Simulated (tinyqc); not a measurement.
Worked calculation: RHF in the sto-3g basis, for H2O, spin multiplicity 1. Computed by tinyqc, a small Python program that keeps every step (integrals from PySCF). Settings: charge = 0, multiplicity = 1, basis = sto-3g, energy threshold = 1e-08, iteration cap = 74, orthogonalisation = symmetric, start = atomic densities, DIIS depth = 0, method = RHF. Command: `OMP_NUM_THREADS=1 python tinyqc.py 26919 26920 out.jsonl` (the two numbers bound the seeds that draw the settings). One thread of a shared host (Intel(R) Xeon(R) Processor @ 2.60GHz), about 0.1 s of CPU time with the checks. Later iterations appear only in the table of the cycle.

## One-electron integrals

Geometry (angstrom):

| atom | x | y | z |
|---|---|---|---|
| O | 0.000000 | 0.000000 | 0.000000 |
| H | 0.000000 | 0.872000 | 0.708000 |
| H | 0.000000 | -0.875000 | 0.710000 |

Basis sto-3g: exponents (1/bohr^2) and contraction coefficients of normalised primitives:

| element | l (shell) | exponent | coefficient |
|---|---|---|---|
| O | s (1) | 130.709320 | 0.154329 |
| O | s (1) | 23.808861 | 0.535328 |
| O | s (1) | 6.443608 | 0.444635 |
| O | s (2) | 5.033151 | -0.099967 |
| O | s (2) | 1.169596 | 0.399513 |
| O | s (2) | 0.380389 | 0.700115 |
| O | p (3) | 5.033151 | 0.155916 |
| O | p (3) | 1.169596 | 0.607684 |
| O | p (3) | 0.380389 | 0.391957 |
| H | s (1) | 3.425251 | 0.154329 |
| H | s (1) | 0.623914 | 0.535328 |
| H | s (1) | 0.168855 | 0.444635 |

Overlap, kinetic and nuclear-attraction integrals over the contracted functions; the nuclear repulsion is the sum of Za Zb / Rab.

nuclear repulsion = 7.82882782 hartree

overlap S, lower triangle:
```
           1O 1s     1O 2s    1O 2px     1O 2py    1O 2pz     2H 1s     3H 1s
1O 1s   1.000000
1O 2s   0.236704  1.000000
1O 2px  0.000000  0.000000  1.000000
1O 2py  0.000000  0.000000  0.000000   1.000000
1O 2pz  0.000000  0.000000  0.000000   0.000000  1.000000
2H 1s   0.036342  0.372743  0.000000   0.257541  0.209104  1.000000
3H 1s   0.036034  0.370700  0.000000  -0.256533  0.208158  0.178078  1.000000
```

kinetic energy T (hartree), lower triangle:
```
            1O 1s     1O 2s    1O 2px     1O 2py    1O 2pz      2H 1s     3H 1s
1O 1s   29.003200
1O 2s   -0.168011  0.808128
1O 2px   0.000000  0.000000  2.528731
1O 2py   0.000000  0.000000  0.000000   2.528731
1O 2pz   0.000000  0.000000  0.000000   0.000000  2.528731
2H 1s   -0.008717  0.062918  0.000000   0.134440  0.109156   0.760032
3H 1s   -0.008751  0.061787  0.000000  -0.132901  0.107840  -0.004467  0.760032
```

nuclear attraction V (hartree), lower triangle:
```
             1O 1s      1O 2s     1O 2px     1O 2py     1O 2pz      2H 1s      3H 1s
1O 1s   -61.559195
1O 2s    -7.405756  -9.988556
1O 2px    0.000000   0.000000  -9.858700
1O 2py   -0.000054  -0.000595   0.000000  -9.961152
1O 2pz   -0.014164  -0.173857   0.000000  -0.000341  -9.926197
2H 1s    -1.164103  -2.850525   0.000000  -1.730529  -1.451782  -5.226800
3H 1s    -1.154133  -2.831933   0.000000   1.721206  -1.443256  -1.025976  -5.216022
```

core Hamiltonian H = T + V (hartree), lower triangle:
```
             1O 1s      1O 2s     1O 2px     1O 2py     1O 2pz      2H 1s      3H 1s
1O 1s   -32.555995
1O 2s    -7.573767  -9.180428
1O 2px    0.000000   0.000000  -7.329969
1O 2py   -0.000054  -0.000595   0.000000  -7.432420
1O 2pz   -0.014164  -0.173857   0.000000  -0.000341  -7.397466
2H 1s    -1.172820  -2.787607   0.000000  -1.596088  -1.342626  -4.466768
3H 1s    -1.162883  -2.770147   0.000000   1.588305  -1.335416  -1.030443  -4.455990
```

## Two-electron integrals

Functions are numbered as in S; the eight-fold symmetry (ij|kl) = (ji|kl) = (kl|ij) leaves the list below.

Two-electron integrals (ij|kl) in chemists' order, unique and non-zero (hartree):
```
(11|11) 4.785065    (21|11) 0.741380    (21|21) 0.136873    (22|11) 1.118947
(22|21) 0.256633    (22|22) 0.817206    (31|31) 0.024477    (32|31) 0.037809
(32|32) 0.180518    (33|11) 1.115814    (33|21) 0.256684    (33|22) 0.817023
(33|33) 0.880159    (41|41) 0.024477    (42|41) 0.037809    (42|42) 0.180518
(43|43) 0.047444    (44|11) 1.115814    (44|21) 0.256684    (44|22) 0.817023
(44|33) 0.785270    (44|44) 0.880159    (51|51) 0.024477    (52|51) 0.037809
(52|52) 0.180518    (53|53) 0.047444    (54|54) 0.047444    (55|11) 1.115814
(55|21) 0.256684    (55|22) 0.817023    (55|33) 0.785270    (55|44) 0.785270
(55|55) 0.880159    (61|11) 0.115192    (61|21) 0.021104    (61|22) 0.039373
(61|33) 0.039296    (61|41) 0.000750    (61|42) 0.001413    (61|44) 0.039439
(61|51) 0.000609    (61|52) 0.001147    (61|54) 0.000116    (61|55) 0.039391
(61|61) 0.003296    (62|11) 0.300322    (62|21) 0.069832    (62|22) 0.248663
(62|33) 0.244288    (62|41) 0.004076    (62|42) 0.032072    (62|44) 0.252051
(62|51) 0.003309    (62|52) 0.026040    (62|54) 0.006303    (62|55) 0.249406
(62|61) 0.010996    (62|62) 0.096304    (63|31) 0.007058    (63|32) 0.041986
(63|43) 0.006538    (63|53) 0.005308    (63|63) 0.013224    (64|11) 0.174545
(64|21) 0.041086    (64|22) 0.156197    (64|33) 0.149229    (64|41) 0.009148
(64|42) 0.060898    (64|44) 0.166915    (64|51) 0.001697    (64|52) 0.015355
(64|54) 0.009051    (64|55) 0.152268    (64|61) 0.006734    (64|62) 0.073525
(64|64) 0.068714    (65|11) 0.141717    (65|21) 0.033359    (65|22) 0.126820
(65|33) 0.121163    (65|41) 0.001697    (65|42) 0.015355    (65|44) 0.124906
(65|51) 0.008436    (65|52) 0.054453    (65|54) 0.009577    (65|55) 0.134247
(65|61) 0.005468    (65|62) 0.059697    (65|64) 0.045054    (65|65) 0.049804
(66|11) 0.461876    (66|21) 0.109122    (66|22) 0.447291    (66|33) 0.429831
(66|41) 0.007744    (66|42) 0.085542    (66|44) 0.461065    (66|51) 0.006288
(66|52) 0.069454    (66|54) 0.025360    (66|55) 0.450421    (66|61) 0.017303
(66|62) 0.225079    (66|64) 0.196099    (66|65) 0.159218    (66|66) 0.774606
(71|11) 0.114207    (71|21) 0.020924    (71|22) 0.039039    (71|33) 0.038963
(71|41) -0.000743   (71|42) -0.001400   (71|44) 0.039105    (71|51) 0.000603
(71|52) 0.001136    (71|54) -0.000115   (71|55) 0.039056    (71|61) 0.003219
(71|62) 0.010567    (71|64) 0.005953    (71|65) 0.005260    (71|66) 0.016494
(71|71) 0.003240    (72|11) 0.298352    (72|21) 0.069376    (72|22) 0.247112
(72|33) 0.242760    (72|41) -0.004050   (72|42) -0.031895   (72|44) 0.250485
(72|51) 0.003286    (72|52) 0.025881    (72|54) -0.006268   (72|55) 0.247846
(72|61) 0.010588    (72|62) 0.076450    (72|64) 0.040541    (72|65) 0.046062
(72|66) 0.144599    (72|71) 0.010831    (72|72) 0.095185    (73|31) 0.007005
(73|32) 0.041696    (73|43) -0.006498   (73|53) 0.005273    (73|63) 0.010115
(73|73) 0.013056    (74|11) -0.173627   (74|21) -0.040871   (74|22) -0.155424
(74|33) -0.148494   (74|41) 0.009084    (74|42) 0.060524    (74|44) -0.166082
(74|51) -0.001687   (74|52) -0.015278   (74|54) 0.008998    (74|55) -0.151517
(74|61) -0.005973   (74|62) -0.040616   (74|64) -0.011899   (74|65) -0.023989
(74|66) -0.069901   (74|71) -0.006641   (74|72) -0.072768   (74|74) 0.068049
(75|11) 0.140886    (75|21) 0.033164    (75|22) 0.126115    (75|33) 0.120492
(75|41) -0.001687   (75|42) -0.015278   (75|44) 0.124218    (75|51) 0.008374
(75|52) 0.054093    (75|54) -0.009521   (75|55) 0.133491    (75|61) 0.005274
(75|62) 0.046084    (75|64) 0.023959    (75|65) 0.037472    (75|66) 0.095032
(75|71) 0.005389    (75|72) 0.059046    (75|74) -0.044623   (75|75) 0.049264
(76|11) 0.101426    (76|21) 0.023820    (76|22) 0.092674    (76|33) 0.090417
(76|41) -1.50e-06   (76|42) -0.000019   (76|44) 0.092184    (76|51) 0.001728
(76|52) 0.016465    (76|54) -4.73e-06   (76|55) 0.095319    (76|61) 0.003714
(76|62) 0.036016    (76|64) 0.023904    (76|65) 0.025116    (76|66) 0.089182
(76|71) 0.003682    (76|72) 0.035829    (76|74) -0.023830   (76|75) 0.025001
(76|76) 0.017101    (77|11) 0.460535    (77|21) 0.108808    (77|22) 0.446166
(77|33) 0.428776    (77|41) -0.007708   (77|42) -0.085256   (77|44) 0.459900
(77|51) 0.006255    (77|52) 0.069179    (77|54) -0.025255   (77|55) 0.449269
(77|61) 0.016587    (77|62) 0.145148    (77|64) 0.070047    (77|65) 0.095329
(77|66) 0.300345    (77|71) 0.017106    (77|72) 0.223511    (77|74) -0.194995
(77|75) 0.158224    (77|76) 0.089182    (77|77) 0.774606
```

## Orthogonalisation

S = U s U^T; symmetric (Loewdin) form X = U s^(-1/2) U^T, so that X^T S X = 1.

eigenvalues of S: 0.449594  0.536725  0.884277  1.000000  1.103370  1.285209  1.740824

X, lower triangle:
```
            1O 1s      1O 2s    1O 2px     1O 2py     1O 2pz      2H 1s     3H 1s
1O 1s    1.023532
1O 2s   -0.135835   1.145902
1O 2px   0.000000   0.000000  1.000000
1O 2py  -0.000044   0.000536  0.000000   1.066097
1O 2pz  -0.007177   0.067982  0.000000   0.000270   1.037278
2H 1s    0.018464  -0.211954  0.000000  -0.166266  -0.116604   1.120194
3H 1s    0.018364  -0.210162  0.000000   0.165395  -0.115741  -0.061495  1.118791
```

## Starting guess

The start is atomic minimal-basis densities projected into this basis (PySCF's MINAO start) and scaled to the electron count of each spin; this density is not idempotent, so its energy is not variational and may lie below the converged one.

D at the start, lower triangle:
```
            1O 1s      1O 2s    1O 2px     1O 2py    1O 2pz     2H 1s     3H 1s
1O 1s    2.143620
1O 2s   -0.492029   2.092533
1O 2px   0.000000   0.000000  1.308017
1O 2py   0.000050  -0.000292  0.000000   1.189140
1O 2pz   0.015058  -0.076121  0.000000  -0.000221  1.240896
2H 1s   -0.015883   0.053296  0.000000   0.115302  0.067871  0.992741
3H 1s   -0.015846   0.053353  0.000000  -0.115440  0.067910  0.059126  0.992661
```

## Iteration 1: building the Fock matrix

J_ij = sum D_kl (ij|kl), K_ij = sum D_kl (ik|jl); F = H + J - 0.5 K; E = tr D H + tr D J / 2 - 0.25 tr D K + E_nn.

Coulomb J (hartree), lower triangle:
```
            1O 1s     1O 2s    1O 2px     1O 2py    1O 2pz     2H 1s     3H 1s
1O 1s   17.143154
1O 2s    3.211671  7.964687
1O 2px   0.000000  0.000000  7.922434
1O 2py   0.000032  0.000280  0.000000   7.984062
1O 2pz   0.011364  0.140496  0.000000   0.000104  7.963450
2H 1s    0.496139  2.450471  0.000000   1.547634  1.296266  4.689552
3H 1s    0.491911  2.435204  0.000000  -1.539948  1.289107  0.935945  4.680187
```

exchange K (hartree), lower triangle:
```
           1O 1s     1O 2s    1O 2px     1O 2py    1O 2pz     2H 1s     3H 1s
1O 1s   9.910290
1O 2s   1.675905  2.695079
1O 2px  0.000000  0.000000  1.699767
1O 2py  0.000091  0.000699  0.000000   1.786584
1O 2pz  0.012204  0.113034  0.000000   0.000368  1.758247
2H 1s   0.288298  1.027478  0.000000   0.512641  0.463672  1.237984
3H 1s   0.285917  1.021529  0.000000  -0.510016  0.461448  0.415346  1.233690
```

Fock matrix F (hartree), lower triangle:
```
             1O 1s      1O 2s     1O 2px     1O 2py     1O 2pz      2H 1s      3H 1s
1O 1s   -20.367986
1O 2s    -5.200049  -2.563280
1O 2px    0.000000   0.000000  -0.257418
1O 2py   -0.000067  -0.000664   0.000000  -0.341651
1O 2pz   -0.008902  -0.089878   0.000000  -0.000421  -0.313139
2H 1s    -0.820830  -0.850875   0.000000  -0.304774  -0.278196  -0.396208
3H 1s    -0.813931  -0.845707   0.000000   0.303366  -0.277033  -0.302172  -0.392648
```

total energy of this density = -75.12637593 hartree

This density is the starting one; it is not idempotent, so its energy is not variational and may lie below the converged one.

## Iteration 1: diagonalisation and new density

Diagonalise F' = X^T F X, C = X C', fill 5 alpha and 5 beta electrons from the bottom; D = 2 C_occ C_occ^T. Each column has its largest component positive (the first on a tie).

F' = X^T F X (hartree), lower triangle:
```
            1          2          3          4          5          6          7
1  -19.992751
2   -2.686374  -1.457322
3    0.000000   0.000000  -0.257418
4   -0.000113   0.000368   0.000000  -0.178353
5   -0.030395   0.056883   0.000000   0.000175  -0.218201
6   -0.090051  -0.432162   0.000000  -0.321805  -0.237130  -0.018267
7   -0.088428  -0.428978   0.000000   0.320384  -0.235710  -0.109269  -0.018783
```

orbital energies (hartree): MO1 -20.376465, MO2 -1.361792, MO3 -0.517415, MO4 -0.403007, MO5 -0.257418, MO6 0.345157, MO7 0.429844

coefficients C:
```
              MO1        MO2        MO3        MO4       MO5        MO6        MO7
1O 1s    0.994388  -0.242324   0.000563   0.080209  0.000000   0.113272  -0.002584
1O 2s    0.023959   0.901802  -0.002915  -0.402448  0.000000  -0.670229   0.016029
1O 2px   0.000000   0.000000   0.000000   0.000000  1.000000   0.000000   0.000000
1O 2py   0.000015   0.000563   0.713925  -0.002538  0.000000   0.016398   0.825590
1O 2pz   0.002075   0.073570   0.002557   0.801490  0.000000  -0.677926   0.014695
2H 1s   -0.003868   0.134766   0.367427   0.276422  0.000000   0.707917  -0.783829
3H 1s   -0.003841   0.133793  -0.366064   0.278966  0.000000   0.737981   0.752579
```

D after iteration 1, lower triangle:
```
            1O 1s      1O 2s    1O 2px     1O 2py    1O 2pz      2H 1s     3H 1s
1O 1s    2.107923
1O 2s   -0.453971   1.951588
1O 2px   0.000000   0.000000  2.000000
1O 2py   0.000153  -0.001103  0.000000   1.019390
1O 2pz   0.097048  -0.512340  0.000000  -0.000335  1.295621
2H 1s   -0.028251   0.018245  0.000000   0.523379  0.464792   0.459178
3H 1s   -0.028142   0.018720  0.000000  -0.523950  0.464975  -0.078688  0.459480
```

## Iteration 2: building the Fock matrix

As before.

Coulomb J (hartree), lower triangle:
```
            1O 1s     1O 2s    1O 2px     1O 2py    1O 2pz     2H 1s     3H 1s
1O 1s   17.456216
1O 2s    3.293752  8.217207
1O 2px   0.000000  0.000000  8.221954
1O 2py   0.000000  0.000086  0.000000   8.201713
1O 2pz  -0.009154  0.018247  0.000000   0.000098  8.204182
2H 1s    0.507975  2.484885  0.000000   1.556315  1.275030  4.596812
3H 1s    0.503648  2.469363  0.000000  -1.548613  1.267971  0.932863  4.586666
```

exchange K (hartree), lower triangle:
```
           1O 1s      1O 2s    1O 2px     1O 2py    1O 2pz     2H 1s     3H 1s
1O 1s   9.779964
1O 2s   1.660827   2.630968
1O 2px  0.000000   0.000000  2.275989
1O 2py  0.000016   0.000079  0.000000   1.856840
1O 2pz  0.003385  -0.127387  0.000000   0.000553  1.964780
2H 1s   0.270521   0.887067  0.000000   0.587409  0.489430  0.995093
3H 1s   0.268281   0.882089  0.000000  -0.585688  0.487790  0.282836  0.990807
```

Fock matrix F (hartree), lower triangle:
```
             1O 1s      1O 2s     1O 2px     1O 2py     1O 2pz      2H 1s      3H 1s
1O 1s   -19.989761
1O 2s    -5.110428  -2.278705
1O 2px    0.000000   0.000000  -0.246009
1O 2py   -0.000061  -0.000549   0.000000  -0.159127
1O 2pz   -0.025011  -0.091916   0.000000  -0.000520  -0.175674
2H 1s    -0.800106  -0.746255   0.000000  -0.333478  -0.312311  -0.367502
3H 1s    -0.793375  -0.741828   0.000000   0.332536  -0.311341  -0.238999  -0.364727
```

total energy of this density = -74.88299160 hartree

## Iteration 2: diagonalisation and new density

As before.

F' = X^T F X (hartree), lower triangle:
```
            1          2          3          4          5          6         7
1  -19.615352
2   -2.677200  -1.192326
3    0.000000   0.000000  -0.246009
4   -0.000138   0.000505   0.000000   0.047642
5   -0.050435   0.077367   0.000000   0.000139  -0.053362
6   -0.083557  -0.390346   0.000000  -0.385182  -0.294759   0.001803
7   -0.082001  -0.387570   0.000000   0.383939  -0.293394  -0.073521  0.000817
```

orbital energies (hartree): MO1 -19.998483, MO2 -1.100749, MO3 -0.482783, MO4 -0.339686, MO5 -0.246009, MO6 0.505636, MO7 0.605288

coefficients C:
```
              MO1        MO2        MO3        MO4       MO5        MO6        MO7
1O 1s    0.994284  -0.233409   0.000468   0.107755  0.000000  -0.110007  -0.002138
1O 2s    0.024569   0.854979  -0.002468  -0.530829  0.000000   0.641643   0.013184
1O 2px   0.000000   0.000000   0.000000   0.000000  1.000000   0.000000   0.000000
1O 2py   0.000017   0.000574   0.599459  -0.000863  0.000000  -0.015279   0.912128
1O 2pz   0.003130   0.109106   0.001166   0.720307  0.000000   0.759388   0.013497
2H 1s   -0.004540   0.172055   0.464408   0.339884  0.000000  -0.676015  -0.726160
3H 1s   -0.004506   0.170903  -0.464297   0.341716  0.000000  -0.698511   0.700888
```

D after iteration 2, lower triangle:
```
            1O 1s      1O 2s    1O 2px     1O 2py    1O 2pz      2H 1s     3H 1s
1O 1s    2.109385
1O 2s   -0.464663   2.026758
1O 2px   0.000000   0.000000  2.000000
1O 2py   0.000140  -0.001060  0.000000   0.718705
1O 2pz   0.110526  -0.578005  0.000000   0.000280  1.061515
2H 1s   -0.015664  -0.069150  0.000000   0.556397  0.528241   0.721638
3H 1s   -0.015532  -0.068478  0.000000  -0.557048  0.528463  -0.140108  0.723139
```

## Iteration 9 (converged): orbitals

converged F (hartree), lower triangle:
```
             1O 1s      1O 2s     1O 2px     1O 2py     1O 2pz      2H 1s      3H 1s
1O 1s   -20.261139
1O 2s    -5.164554  -2.408003
1O 2px    0.000000   0.000000  -0.389191
1O 2py   -0.000060  -0.000622   0.000000  -0.222700
1O 2pz   -0.024821  -0.068415   0.000000  -0.000746  -0.265034
2H 1s    -0.808046  -0.770367   0.000000  -0.347657  -0.323856  -0.398739
3H 1s    -0.801246  -0.765700   0.000000   0.346579  -0.322781  -0.240659  -0.395567
```

As before.

F' = X^T F X (hartree), lower triangle:
```
            1          2          3          4          5          6          7
1  -19.887322
2   -2.682921  -1.326969
3    0.000000   0.000000  -0.389191
4   -0.000123   0.000401   0.000000  -0.016249
5   -0.052776   0.100102   0.000000  -0.000099  -0.141367
6   -0.085684  -0.387949   0.000000  -0.386712  -0.299274  -0.025647
7   -0.084107  -0.385198   0.000000   0.385509  -0.297938  -0.067367  -0.026259
```

orbital energies (hartree): MO1 -20.269345, MO2 -1.203668, MO3 -0.534222, MO4 -0.437783, MO5 -0.389191, MO6 0.461797, MO7 0.559409

coefficients C:
```
              MO1        MO2        MO3        MO4       MO5        MO6        MO7
1O 1s    0.994484  -0.240293   0.000754   0.092436  0.000000  -0.107293  -0.001842
1O 2s    0.023747   0.894230  -0.003943  -0.471373  0.000000   0.634590   0.011614
1O 2px   0.000000   0.000000   0.000000   0.000000  1.000000   0.000000   0.000000
1O 2py   0.000016   0.000637   0.612057  -0.002880  0.000000  -0.013109   0.903753
1O 2pz   0.003025   0.080438   0.003573   0.737224  0.000000   0.746648   0.011641
2H 1s   -0.004395   0.141050   0.455572   0.336722  0.000000  -0.685365  -0.731134
3H 1s   -0.004361   0.139947  -0.453223   0.341402  0.000000  -0.704903   0.708712
```

D after iteration 9, lower triangle:
```
            1O 1s      1O 2s    1O 2px     1O 2py    1O 2pz      2H 1s     3H 1s
1O 1s    2.110567
1O 2s   -0.469673   2.044837
1O 2px   0.000000   0.000000  2.000000
1O 2py   0.000117  -0.000971  0.000000   0.749246
1O 2pz   0.103656  -0.551039  0.000000   0.000230  1.099983
2H 1s   -0.013590  -0.068983  0.000000   0.555912  0.522400   0.681683
3H 1s   -0.013499  -0.068199  0.000000  -0.556585  0.522628  -0.143519  0.683141
```

## Convergence

Stop when the energy changes by less than 1e-08 hartree and every element of the error matrix X^T (F D S - S D F) X is below 3e-05.

Course of the cycle:

| iteration | E (hartree) | change | largest element of the error matrix |
|---|---|---|---|
| 1 | -75.12637593 | - | 9.56e-01 |
| 2 | -74.88299160 | 2.43e-01 | 2.00e-01 |
| 3 | -74.93114014 | -4.81e-02 | 3.35e-02 |
| 4 | -74.93304468 | -1.90e-03 | 8.78e-03 |
| 5 | -74.93312661 | -8.19e-05 | 1.64e-03 |
| 6 | -74.93313039 | -3.78e-06 | 4.81e-04 |
| 7 | -74.93313061 | -2.19e-07 | 1.24e-04 |
| 8 | -74.93313063 | -2.21e-08 | 4.58e-05 |
| 9 | -74.93313063 | -3.92e-09 | 1.84e-05 |

PySCF RHF in the same basis = -74.93313063 hartree

Converged in 9 iterations.

## Populations, bond orders and dipole

Mulliken: Z minus the diagonal of D S on the atom; Loewdin: the same with S^(1/2) D S^(1/2); Mayer order: 2 sum_s sum (D(s) S)_ij (D(s) S)_ji over the two atoms.

Charges (e):

| atom | Mulliken | Loewdin |
|---|---|---|
| 1O | -0.234289 | -0.171628 |
| 2H | 0.117675 | 0.086137 |
| 3H | 0.116613 | 0.085492 |

Mayer bond orders:

| pair | order |
|---|---|
| 2-1 | 0.979437 |
| 3-1 | 0.979686 |
| 3-2 | 0.006715 |

dipole moment about the origin, x y z (debye): 0.000000  0.002379  1.508482
